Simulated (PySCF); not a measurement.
**BC: one state, many levels of theory**

State: ⁴Σ⁻ (quartet), unpaired electrons σ ↑, π ↑↑. Set-up: B 6-31G(d,p), C 6-31G(d,p); no relativity (PySCF 2.14). De refers to B + C in their high-spin ground configurations, without counterpoise correction. The functionals are run spin-unrestricted. A positive dipole means B(−)C(+). Levels whose curve was spin-contaminated or gave no clean fit are not listed.

```
    Level  Re (Å)  ωe (cm⁻¹)  De (eV)  μ (D)
      PBE   1.507       1166     5.11  -0.92
   r²SCAN   1.496       1179     4.83  -1.29
    TPSSh   1.492       1209     4.63  -1.26
  r²SCANh   1.489       1194     4.71  -1.40
     PBE0   1.487       1207     4.73  -1.28
   M06-2X   1.483       1211     4.70  -1.22
CAM-B3LYP   1.479       1219     4.41  -1.29
```

The bond length runs from 1.479 Å (CAM-B3LYP) to 1.507 Å (PBE). De spans 4.41 eV (CAM-B3LYP, range-separated hybrid) to 5.11 eV (PBE, GGA).

The state was picked by a PBE0 search and need not be the measured ground state.

The whole job (state search and all levels along the bond) took about 0.82 min on 1 thread of Arm Neoverse V1 (shared host), peak memory 0.36 GiB.
